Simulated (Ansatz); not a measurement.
A made-up structure of CH4BO, doublet:

```xyz
7
angstrom
C -0.7832 0.2291 -0.5344
B 0.3454 0.2828 0.5053
O 1.2689 -0.7086 0.6288
H -0.9180 -0.5954 -1.2331
H -1.5211 1.0187 -0.6351
H 0.4679 1.2040 1.2613
H 0.6914 1.3288 0.8349
```

It is relaxed with PBE-D4/def2-SVP and then PBE0-D4/def2-TZVP (Ansatz 0.2.0). Atoms count as bonded within 1.22 times the sum of their covalent radii (H–H: 0.88 Å). The end point is not checked to be a true minimum.

Task: Does its bonding change? (A judgement: the text doesn't fix the answer.)

Result: Computed: Yes. Formed: none; broken: B2–H6, B2–H7.

Where it ends: The first stage lowers the energy by 5.60 eV in 29 steps. It ends as a complex of CH₂BO ([CH2][B][O]) + H₂:
C1  (-0.873, -0.125, -0.797)
B2  (0.407, -0.504, -0.125)
O3  (1.442, -0.806, 0.421)
H4  (-1.350, -0.774, -1.521)
H5  (-1.368, 0.814, -0.581)
H6  (0.412, 2.367, 1.733)
H7  (0.882, 1.787, 1.697)
(Å)

Labels in which every atom is bracketed show which atoms are joined, not bond orders.

For scale, one of the runs: PBE0-D4/def2-TZVP relaxation, 117 basis functions, launched by `ansatz run in.yaml --threads 2 --pin off --events-out ev --progress --plain --max-ram 4352MiB`. The run took about 21 s on 2 CPU threads of an Arm Neoverse V1 (shared host).
